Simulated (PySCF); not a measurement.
Molfile (atoms numbered from 1):
```
BH7P2
     RDKit          3D

 10  9  0  0  0  0  0  0  0  0999 V2000
    1.6971    0.6692    0.5571 P   0  0  0  0  0  0  0  0  0  0  0  0
    0.3179   -0.6160   -0.0513 B   0  0  0  0  0  0  0  0  0  0  0  0
   -1.3509    0.0600    0.6374 P   0  0  0  0  0  0  0  0  0  0  0  0
    2.8128   -0.0980    0.1084 H   0  0  0  0  0  0  0  0  0  0  0  0
    1.7096    1.5315   -0.5836 H   0  0  0  0  0  0  0  0  0  0  0  0
    0.1309   -0.7499   -1.2478 H   0  0  0  0  0  0  0  0  0  0  0  0
    0.4289   -1.6717    0.5534 H   0  0  0  0  0  0  0  0  0  0  0  0
   -2.5258   -0.6928    0.3907 H   0  0  0  0  0  0  0  0  0  0  0  0
   -1.7788    1.3387    0.2017 H   0  0  0  0  0  0  0  0  0  0  0  0
   -1.4322    0.2339    2.0399 H   0  0  0  0  0  0  0  0  0  0  0  0
  1  2  1  0
  2  3  1  0
  1  4  1  0
  1  5  1  0
  2  6  1  0
  2  7  1  0
  3  8  1  0
  3  9  1  0
  3 10  1  0
M  CHG  2   2  -1   3   1
M  END
```

Geometry: PBE0-D3(BJ)/def2-SVP; GIAO absolute shieldings from PySCF 2.14, gas phase, non-relativistic, averaged over equivalent atoms.

At PBE0/pcSseg-1 (100 basis functions, 4.6 s wall time on 1 thread of an Arm Neoverse V2, shared host):
```csv
atoms,σ (ppm)
P3,454.2
P1,566.4
B2,146.5
H8/H9/H10,27.05
H4/H5,29.37
H6/H7,29.50
```

**Question.** What do these become at mPW1PW91/pcSseg-2?

**Answer.** 
```json
{"atoms": "P3", "σ at mPW1PW91/pcSseg-2": "428.8", "change": "-25.4"}
{"atoms": "P1", "σ at mPW1PW91/pcSseg-2": "551.2", "change": "-15.2"}
{"atoms": "B2", "σ at mPW1PW91/pcSseg-2": "144.5", "change": "-2.0"}
{"atoms": "H8/H9/H10", "σ at mPW1PW91/pcSseg-2": "26.98", "change": "-0.07"}
{"atoms": "H4/H5", "σ at mPW1PW91/pcSseg-2": "29.36", "change": "-0.01"}
{"atoms": "H6/H7", "σ at mPW1PW91/pcSseg-2": "29.55", "change": "+0.05"}
```

The largest change is at P3 (phosphorus bonded to B, 3 H). Cost: 220 basis functions, 13 s wall time on 1 thread of an Arm Neoverse V2, shared host.
